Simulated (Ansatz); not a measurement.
A calculation with Ansatz (development build ahead of 0.2.0).

```yaml
crystal:
  periodic: [false, false, false]
  atoms:
    - { symbol: B, position_ang: [0.0, 0.0, 0.0] }
    - { symbol: H, position_ang: [1.88391, 0.0, 1.08767] }
    - { symbol: H, position_ang: [-1.88391, 0.0, 1.08767] }
basis:
  gaussian: { orbitals: "6-31G" }
magnetization:
  initial_magnetization: 1
hamiltonian:
  xc: hf
correlation:
  method: fci
  frozen_orbitals: { B: 1, H: 0 }
```

The input is written out in the form of the current development build from the run's settings.

The run gave:

```yaml
Converged: yes
Total_energy: -25.61775 hartree
State: lowest doublet root, of any spatial symmetry
```
